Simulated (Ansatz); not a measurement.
Geometry optimisation, RKS PBE0-D4/def2-SVP (Ansatz).

Input:

```yaml
crystal:
  periodic: [false, false, false]
  atoms:
    - { symbol: C, position_ang: [-0.47909, 1.16069, -1.09801] }
    - { symbol: C, position_ang: [-0.00665, 0.23517, -0.38074] }
    - { symbol: C, position_ang: [0.51316, -0.77183, 0.43145] }
    - { symbol: O, position_ang: [-0.06748, -1.10935, 1.62617] }
    - { symbol: H, position_ang: [-1.23527, 1.00787, -1.86528] }
    - { symbol: H, position_ang: [-0.16647, 2.20129, -1.04794] }
    - { symbol: H, position_ang: [0.35426, -2.00199, 1.69982] }
    - { symbol: H, position_ang: [1.59086, -0.5144, 0.59287] }
    - { symbol: H, position_ang: [-0.76691, -0.5117, 1.92219] }
total_charge: 1
basis:
  gaussian: { orbitals: def2-SVP }
hamiltonian:
  xc: pbe0
  dispersion: d4
relax:
  f_tol: 0.02
  max_steps: 50
```

Command:

```bash
$ ansatz run input.yaml --threads 1 --pin off --max-ram 2048MiB --backend cpu --events-out ev --progress --plain --runs-dir out
```

Where does it end, and by what steps?

The run converged. Limits of this set-up: the dipole of an ion depends on the origin. After 9 steps the energy has fallen by 1.843 eV; H7 moved furthest, 0.43 Å.

```json
{"step": "0", "energy less start (eV)": "0.0000", "largest force component (eV/Å)": "5.642", "accepted": "yes"}
{"step": "1", "energy less start (eV)": "-0.9863", "largest force component (eV/Å)": "3.356", "accepted": "yes"}
{"step": "2", "energy less start (eV)": "-1.4804", "largest force component (eV/Å)": "3.121", "accepted": "yes"}
{"step": "3", "energy less start (eV)": "-1.7757", "largest force component (eV/Å)": "1.028", "accepted": "yes"}
{"step": "4", "energy less start (eV)": "-1.7682", "largest force component (eV/Å)": "0.810", "accepted": "no"}
{"step": "5", "energy less start (eV)": "-1.8286", "largest force component (eV/Å)": "0.426", "accepted": "yes"}
{"step": "6", "energy less start (eV)": "-1.8336", "largest force component (eV/Å)": "0.241", "accepted": "yes"}
{"step": "7", "energy less start (eV)": "-1.8374", "largest force component (eV/Å)": "0.191", "accepted": "yes"}
{"step": "8", "energy less start (eV)": "-1.8432", "largest force component (eV/Å)": "0.050", "accepted": "yes"}
{"step": "9", "energy less start (eV)": "-1.8435", "largest force component (eV/Å)": "0.019", "accepted": "yes"}
```

```xyz
9
Properties=species:S:1:pos:R:3
C -0.532 1.175 -1.094
C 0.072 0.329 -0.302
C 0.735 -0.489 0.456
O 0.086 -1.019 1.681
H -1.101 0.826 -1.965
H -0.482 2.255 -0.909
H -0.073 -1.986 1.670
H 1.763 -0.850 0.411
H -0.732 -0.543 1.933
```

The run took 22 s on 1 thread of Arm Neoverse V2 (shared host), peak memory 0.14 GiB.
